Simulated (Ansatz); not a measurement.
This script for vertical and adiabatic energies of changing the electron count of AlH₃O, SMILES [OH][AlH2] with the Python package of Ansatz (0.2.0) holds a mistake.

`adiabatic_alh3o.py`
```python
"""How AlH3O relaxes after losing an electron."""

import itertools
import warnings

import ansatz as az
from ase.data import atomic_numbers, covalent_radii
import numpy as np

BASIS = "def2-TZVP"
FUNCTIONAL = "r2scan"
CHARGE = 1

warnings.simplefilter("ignore", az.DeckWarning)

alh3o = (
    az.Crystal.molecule()
    .atom("O", (0.978, -1.0187, 0.3263))
    .atom("Al", (-0.1572, 0.3724, -0.2973))
    .atom("H", (0.4059, -1.3538, 1.0713))
    .atom("H", (-1.1865, 0.08, -1.4096))
    .atom("H", (0.0098, 1.8465, 0.2678))
)

calculation = (
    alh3o.calculation()
    .basis(gaussian=BASIS)  # atom-centred Gaussian functions
    .functional(FUNCTIONAL)
)
symbols = [site.symbol for site in alh3o.cartesian_sites]
start = np.array([site.position_ang for site in alh3o.cartesian_sites], dtype=float)
report = calculation.relax(force_tolerance=0.01, max_steps=30).run(threads=1, backend="cpu").report
end = np.array(report["positions_ang"])

minimum = az.Crystal.molecule()
for symbol, place in zip(symbols, end):
    minimum = minimum.atom(symbol, place.tolist())
ion = (
    minimum.calculation()
    .basis(gaussian=BASIS)  # atom-centred Gaussian functions
    .functional(FUNCTIONAL)
    .charge(CHARGE)
    .spin("collinear", total=1)  # spin-polarised run
)
vertical = ion.run(threads=1, backend="cpu").report
settled = ion.relax(force_tolerance=0.01, max_steps=80).report
print(f"vertical ionisation energy   {vertical['free_energy_ev'] - report['free_energy_ev']:.3f} eV")
print(f"adiabatic, no zero point     {settled['free_energy_ev'] - report['free_energy_ev']:.3f} eV")
print(f"relaxation energy of the ion {vertical['free_energy_ev'] - settled['free_energy_ev']:.3f} eV")
ionised = np.array(settled["positions_ang"])
# pairs closer than 1.2 times the sum of covalent radii, before or after
radius = [covalent_radii[atomic_numbers[s]] for s in symbols]
span = lambda where, i, j: np.linalg.norm(where[i] - where[j])
bonded = [(i, j) for i, j in itertools.combinations(range(len(symbols)), 2) if min(span(end, i, j), span(ionised, i, j)) < 1.2 * (radius[i] + radius[j])]
print("pair        before    after (A)")
for i, j in bonded:
    print(f"{symbols[i]}{i}-{symbols[j]}{j}".ljust(10), f"{span(end, i, j):8.4f} {span(ionised, i, j):8.4f}")
```

```console
$ python adiabatic_alh3o.py
Traceback (most recent call last):
  File "adiabatic_alh3o.py", line 46, in <module>
    settled = ion.relax(force_tolerance=0.01, max_steps=80).report
              ^^^^^^^^^^^^^^^^^^^^^^^^^^^^^^^^^^^^^^^^^^^^^^^^^^^^
AttributeError: 'Calculation' object has no attribute 'report'
```

Why does it end like this?

The fault: the calculation is never run. Mended:

```diff
--- before
+++ after
@@ -31,3 +31,3 @@
 start = np.array([site.position_ang for site in alh3o.cartesian_sites], dtype=float)
-report = calculation.relax(force_tolerance=0.01, max_steps=30).run(threads=1, backend="cpu").report
+report = calculation.relax(force_tolerance=0.01).run(threads=1, backend="cpu").report
 end = np.array(report["positions_ang"])
@@ -45,3 +45,3 @@
 vertical = ion.run(threads=1, backend="cpu").report
-settled = ion.relax(force_tolerance=0.01, max_steps=80).report
+settled = ion.relax(force_tolerance=0.01, max_steps=80).run(threads=1, backend="cpu").report
 print(f"vertical ionisation energy   {vertical['free_energy_ev'] - report['free_energy_ev']:.3f} eV")
```

With that change:

```console
$ python adiabatic_alh3o.py
vertical ionisation energy   10.660 eV
adiabatic, no zero point     10.227 eV
relaxation energy of the ion 0.433 eV
pair        before    after (A)
O0-Al1       1.6976   1.6044
O0-H2        0.9583   0.9559
Al1-H3       1.5837   1.6680
Al1-H4       1.5754   1.6677
```

The energies are electronic: no zero-point or thermal terms, and the basis set is short of its limit. The product may relax into another structure. The relaxation finds the nearest minimum, so the adiabatic value is an upper bound. Hardware and time: 3 min on 1 thread of Arm Neoverse N1, on a shared host, peak memory 0.24 GiB.
